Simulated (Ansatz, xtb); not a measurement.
Relative energy of two structures of C2H4B+

Structure I: a singlet given by its coordinates. Structure II: `[BH+]C=C`, a singlet. Both are isolated ions in the gas phase, relaxed with PBE0-D3(BJ)/pcseg-1; the shapes shown needn't be the lowest conformers.

I (Å):

```yaml
atoms:
  - { symbol: C, position_ang: [-0.6054, -0.9044, 0.3238] }
  - { symbol: C, position_ang: [-0.7593, 0.4245, 0.1899] }
  - { symbol: B, position_ang: [0.7124, -0.3676, 0.4865] }
  - { symbol: H, position_ang: [-1.6205, 1.0770, 0.0007] }
  - { symbol: H, position_ang: [-1.3022, -1.7353, 0.2828] }
  - { symbol: H, position_ang: [0.1703, 1.0875, 0.2812] }
  - { symbol: H, position_ang: [1.8504, -0.0878, 0.6422] }
```

Close contacts (Å): C1–C2 1.34, C1–B3 1.43, C2–B3 1.70, C1–H5 1.09, C2–H4 1.10, C2–H6 1.15, B3–H6 1.57, B3–H7 1.18.

II (Å):

```xyz
7

C    -2.0703    0.5554   -1.3537
C    -1.3985    1.3216   -0.4528
B    -2.4003   -0.8196   -1.0551
H    -2.6655   -1.9429   -0.8016
H    -2.3711    0.9743   -2.3224
H    -1.1512    2.3602   -0.6827
H    -1.0791    0.9490    0.5224
```

Energies in hartree; the thermal terms are from PBE0-D3(BJ)/pcseg-1 harmonic frequencies (ideal gas, rigid rotor, one conformer each, 400 K, 1 atm) and include the zero-point energy:

|  | I | II |
| --- | --- | --- |
| E, CCSD(T)/def2-TZVPP | −102.880473 | −102.882659 |
| zero-point energy | 0.052057 | 0.052997 |
| H(400 K) − E | 0.059373 | 0.060522 |
| G(400 K) − E | 0.017618 | 0.017843 |

Q: Work out ΔE, ΔE₀, ΔH and ΔG for I → II in kJ/mol (1 Eh = 2625.50 kJ/mol) and the equilibrium ratio [II]/[I].

A: 1. ΔE = −102.882659 − (−102.880473) = −0.002186 Eh = −5.74 kJ/mol.
2. ΔE₀ = ΔE + ΔZPE = −0.002186 + (+0.000940) Eh = −3.27 kJ/mol.
3. ΔH = ΔE + (+0.001149) Eh = −2.72 kJ/mol.
4. ΔG = ΔE + (+0.000225) Eh = −5.15 kJ/mol, so ΔS = (ΔH − ΔG)/T = +6.1 J/(mol K).
5. kT = 1.2667 mEh, so K = [II]/[I] = exp(−ΔG/kT) = exp(+1.55) ≈ 4.7.

Structure II is favoured at this temperature. An error of 4 kJ/mol in ΔG would change K by a factor of 3.3. GFN2-xTB, r2SCAN-D4/def2-SVP, MP2/def2-TZVPP gave ΔE the other sign. Mirror images and further conformers aren't counted.

Other levels gave ΔE = +2.5 (GFN2-xTB); −80.6 (HF/STO-3G, GFN2-xTB geometries); +9.1 (r2SCAN-D4/def2-SVP, GFN2-xTB geometries); −3.1 (PBE0-D3(BJ)/pcseg-1); −35.9 (HF/def2-TZVPP); +3.7 (MP2/def2-TZVPP) kJ/mol. The correlated steps freeze 3 core orbitals. Programs: Ansatz 0.2.0, xtb 6.7.1.
